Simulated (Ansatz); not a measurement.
Voigt–Reuss–Hill shear modulus (GPa) of solids drawn from the class of oxides, at two levels: PBE (PAW; Ansatz, a program for electronic structure), and LDA (Ansatz, PAW).

```csv
solid,PBE,LDA,shift (%)
antiferromagnetic (type II) rock-salt NiO,74.7,76.2,+2.0
anatase TiO2 (metastable phase),55.7,60.2,+8.1
rock-salt BaO,35.2,39.7,+12.8
cubic perovskite KTaO3,122,134,+9.8
cubic perovskite BaHfO3,99.0,112,+13.1
A-type hexagonal La2O3,36.6,48.7,+33
corundum (α-Al2O3),146,163,+11.6
rutile SnO2,84.3,92.6,+9.8
rock-salt MgO,117,136,+16.2
stishovite (SiO2),200,221,+10.5
```

The shifts run from +2.0 % to +33 %, with a median of +11.1 %.

Over all 10 rows LDA is the larger in 10.

Ansatz's runs of these crystals have no spin polarisation, but for antiferromagnetic (type II) rock-salt NiO.

Density-functional runs with spin start from opposed moments for antiferromagnetic (type II) rock-salt NiO.

Spin–orbit coupling is left out, also for the solids with elements from indium on (rock-salt BaO, cubic perovskite KTaO3, cubic perovskite BaHfO3, A-type hexagonal La2O3, rutile SnO2); its size isn't shown.

Each level is taken at its own relaxed cell. Ansatz's density-functional and Hartree–Fock values are scalar-relativistic unless marked +SOC, with PAW data made under PBE.
